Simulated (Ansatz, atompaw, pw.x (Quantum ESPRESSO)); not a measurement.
What a changed setting does to a pw.x run (bcc W)

Potential: PAW, atompaw 4.2.0.5, PBE; core [Kr] 4d10 4f14, reference 5s2 5p6 5d4 6s2 6p0; waves: 5s (bound); 6s (bound); 5p (bound); 6p (bound, empty); 5d (bound); 5d channel at 2.65 Ry; local part: ultrasoft scheme with l = 3 at 0 Ry, radius 2.25 bohr; core correction: smooth core density matched at 1.50 bohr; augmentation: besselshape compensation charge, radius 2.30 bohr; PAW radius 2.70 bohr; waves and projectors: bloechl.

The reference run (k-mesh 14³, cutoffs 45/450 Ry, Fermi–Dirac 0.01 Ry, mixing_beta 0.4, conv_thr 1e-9, no spin) gives -0.25 GPa at 16.130 Å³/atom, where all-electron LAPW gives 0.30 GPa. This run, with its own iteration cap, changes startingwfc to random.

```
&control
  calculation='scf', prefix='x', pseudo_dir='./', outdir='./tmp', tstress=.true., disk_io='none'
/
&system
  ibrav=0, nat=1, ntyp=1, ecutwfc=45, ecutrho=450, nbnd=15,
  occupations='smearing', smearing='fd', degauss=0.01
/
&electrons
  conv_thr=1e-09, mixing_beta=0.4, electron_maxstep=70, startingwfc='random'
/
ATOMIC_SPECIES
W 1.0 W.UPF
CELL_PARAMETERS angstrom
  -1.59168867 1.59168867 1.59168867
  1.59168867 -1.59168867 1.59168867
  1.59168867 1.59168867 -1.59168867
ATOMIC_POSITIONS crystal
W 0.0000 0.0000 0.0000
K_POINTS automatic
14 14 14 0 0 0
```

```bash
pw.x < W.scf.in > W.scf.out
```

Task: How does the run end?

Result: It converges in 8 iterations; the free energy moves by +0.0 meV/atom and the pressure by +0.00 GPa. The result is that of the reference run.

```
Message from routine setup:
     using ibrav=0 with symmetry is DISCOURAGED, use correct ibrav instead
     lattice parameter (alat)  =       5.2098  a.u.
     unit-cell volume          =     108.8506 (a.u.)^3
     number of electrons       =        14.00
     number of Kohn-Sham states=           15
     kinetic-energy cutoff     =      45.0000  Ry
     charge density cutoff     =     450.0000  Ry
     scf convergence threshold =      1.0E-09
     Exchange-correlation= SLA PW PBX PBC
     number of k points=   104  Fermi-Dirac smearing, width (Ry)=  0.0100
     iteration #  1     ecut=    45.00 Ry     beta= 0.40
     total energy              =    -760.25343481 Ry
     estimated scf accuracy    <       0.04714181 Ry
     iteration #  2     ecut=    45.00 Ry     beta= 0.40
     total energy              =    -760.25955616 Ry
     estimated scf accuracy    <       0.00528513 Ry
     iteration #  3     ecut=    45.00 Ry     beta= 0.40
     total energy              =    -760.26147623 Ry
     estimated scf accuracy    <       0.00087941 Ry
     iteration #  4     ecut=    45.00 Ry     beta= 0.40
     total energy              =    -760.26151414 Ry
     estimated scf accuracy    <       0.00000724 Ry
     iteration #  5     ecut=    45.00 Ry     beta= 0.40
     total energy              =    -760.26151527 Ry
     estimated scf accuracy    <       0.00000080 Ry
     iteration #  6     ecut=    45.00 Ry     beta= 0.40
     total energy              =    -760.26151529 Ry
     estimated scf accuracy    <       0.00000002 Ry
     iteration #  7     ecut=    45.00 Ry     beta= 0.40
     total energy              =    -760.26151529 Ry
     estimated scf accuracy    <          1.4E-09 Ry
     iteration #  8     ecut=    45.00 Ry     beta= 0.40
     the Fermi energy is    21.4948 ev
!    total energy              =    -760.26151529 Ry
     estimated scf accuracy    <          1.9E-11 Ry
     smearing contrib. (-TS)   =      -0.00240015 Ry
     The total energy is F=E-TS. E is the sum of the following terms:
     one-electron contribution =     -11.21826307 Ry
     hartree contribution      =      19.57456853 Ry
     xc contribution           =     -19.79847386 Ry
     ewald contribution        =    -118.57114108 Ry
     one-center paw contrib.   =    -630.24580566 Ry
     convergence has been achieved in   8 iterations
          total   stress  (Ry/bohr**3)                   (kbar)     P=       -2.49
     Message from routine punch:
     Nothing written, as per user request (disk_io='none')
```

The run took about 7.8 s on one core of a shared host (AMD EPYC 9R45 96-Core Processor, 96 threads, 376 GiB, load 17).
